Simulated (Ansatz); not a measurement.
`BNC` → `[CH3]`• + `B[NH]`• at 400 K and 1 bar (homolysis of the C–N bond).

Isolated molecules relaxed with PBE0-D4/def2-TZVP in Ansatz; ΔE leaves out vibrations. CBS: MP2 limit from def2 TZ/QZ plus the TZ coupled-cluster correction, frozen cores. This one scheme is used for every species. Open shells (•) are unrestricted, without spin–orbit coupling.

```
 species  CCSD(T)/CBS energy (Eh)  H − E (kJ/mol)  S (J/(mol·K))
   `BNC`               -121.18426           222.8          289.6
`[CH3]`•                -39.78218            92.9          206.6
`B[NH]`•                -81.23832            99.3          268.0
```

H − E and S are ideal-gas, rigid-rotor, harmonic terms from PBE0-D4/def2-TZVP, with the whole ground term of open shells counted as degenerate. 1 Eh = 2625.50 kJ/mol, R = 8.31446 J/(mol·K).

Task: By hand: ΔE, ΔH, ΔS and ΔG.

Result: ΔE = (-39.78218) + (-81.23832) − (-121.18426) = 0.16376 Eh = 430.0 kJ/mol. Δ(H − E) = 92.9 + 99.3 − 222.8 = -30.6, so ΔH = 399.4 kJ/mol. ΔS = 206.6 + 268.0 − 289.6 = 185.0 J/(mol·K). ΔG = 399.4 − 400 × (185.0)/1000 = 325.4 kJ/mol.

Task: By hand: the equilibrium constant, and the temperature at which ΔG would vanish if ΔH and ΔS stayed fixed.

Result: log₁₀ K = −ΔG/(RT ln 10) = -42.5. ΔG = 0 at ΔH/ΔS = 2159 K.

The number of gas molecules changes by +1, which sets the sign of ΔS. A doubt of 5 kJ/mol in ΔE shifts log₁₀ K by 0.7 here. These are equilibria of isolated gas molecules and say nothing of rates. Largest T1 diagnostic: 0.030 (customary marks: 0.02 for closed shells, 0.045 for open ones).
